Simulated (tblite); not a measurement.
**Question.** Write Cartesian coordinates for `Clc1cscn1` as optimised with GFN2-xTB.

**Answer.** 
```
atom  x, y, z in Å
Cl1   -1.9725    1.7065    0.3778
C2    -0.6826    0.5928    0.3767
C3    -0.8280   -0.7620    0.4399
S4     0.7169   -1.5081    0.4137
C5     1.4257    0.0708    0.3198
N6     0.5909    1.0433    0.3097
H7    -1.7290   -1.3354    0.4983
H8     2.4877    0.2015    0.2746
```

Any rigid rotation of these coordinates is as good. Atoms count from 1 in this order. The C–N distances run from 1.282 Å (C5–N6, aromatic) to 1.352 Å (C2–N6, aromatic), a spread of 0.070 Å. N6 (pyridine-type nitrogen) is bent (angle 111.1°). The 6 heavy atoms lie in one plane (0.000 Å rms). The 5-membered ring C2–C3–S4–C5–N6 has internal angles of 88.4° to 115.7° (sum 540°, against 540° for a flat polygon); it is planar, 0.00 Å rms from its mean plane, widest ring torsion 0°.

Bonds between heavy atoms (Å): Cl1–C2 1.704, C2–C3 1.364, C3–S4 1.716, S4–C5 1.733, C5–N6 1.282, C2–N6 1.352.

Structure optimised with GFN2-xTB, isolated species.

Point group: Cs (tolerance 0.08 Å). Its GFN2-xTB frequencies are all real (lowest 207 cm⁻¹).

On Arm Neoverse V1, one thread, shared host with 32 logical CPUs at a one-minute load of 15, this took 0.1 s. These figures are those of the optimisation.

These are computed values.
